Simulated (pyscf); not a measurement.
Optimised with ωB97X-D3(BJ)/def2-SVP in PySCF. Correlated levels are frozen-core, on RHF or UHF. ΔMP2 is the change of the MP2 total energy from the triple- to the quadruple-zeta basis.

Q: For the elementary gas-phase step `[OH][AlH][OH]` + `[SiH4]` → `[OH][AlH2]` + `[OH][SiH3]` (singlet surface; Al–O, H–Si broken, Al–H, O–Si formed), what barrier and reaction energy does CCSD(T)/def2-TZVPP + ΔMP2(QZVPP) give, measured from the separated reactants?

A: ΔE‡ = 24.5 kJ/mol, ΔE = +60.0 kJ/mol. Zero-point energy shifts the barrier by +10.6 kJ/mol. It is a four-centre exchange, with an imaginary mode of 288i cm⁻¹. On the reactant side the descent ends in a complex, 25.4 kJ/mol under the separated species and 33.0 kJ/mol under the saddle at ωB97X-D3(BJ)/def2-TZVP. On the product side the descent ends in an adduct with a Al–O contact (not fully relaxed), 93.1 kJ/mol under the separated species and 43.3 kJ/mol under the saddle at ωB97X-D3(BJ)/def2-TZVP. At CCSD(T) the saddle lies under the separated products, which points to a path from their complex (located at ωB97X-D3(BJ) alone), and parting the products costs more than the saddle. What is counted as broken (Al–O) persists as a longer contact in the product adduct; parting that adduct is a step of its own. At the saddle there is also a short Al–Si contact that neither side keeps. At ωB97X-D3(BJ)/def2-TZVP the barrier from the zero used here is 7.6 kJ/mol. One saddle was located; it need not be the lowest between these sides. The CCSD(T) − MP2 part came from Ansatz, without density fitting, on the same reference.
